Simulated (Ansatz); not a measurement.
Mulliken charges of CH4OSi, SMILES `C[Si]O` from ωB97M-V/def2-TZVPP in Ansatz (PBE0-D4/def2-TZVP geometry).

```csv
atom,x (Å),y (Å),z (Å),charge (e)
C1,-0.626,0.470,-0.277,-0.467
Si2,1.200,0.147,-0.714,0.313
O3,1.585,-0.992,0.424,-0.346
H4,-1.207,-0.458,-0.352,0.110
H5,-1.088,1.213,-0.932,0.113
H6,-0.714,0.828,0.757,0.110
H7,0.911,-1.276,1.049,0.167
```

By hand: the dipole of these point charges (1 e Å = 4.8032 D).

Σ q r = (-0.063, 0.134, -0.126) e Å, of length 0.194 e Å = 0.93 D.

How does the dipole of the full density compare? (Best estimate.)

Ansatz gave: (-0.406, -0.018, 0.200) e Å, 2.18 D; the point charges give 0.43 times that, at 91° from its direction.

Point charges leave out the atoms' own dipoles, such as those of lone pairs, and Mulliken's split depends on the basis, so the two needn't agree.
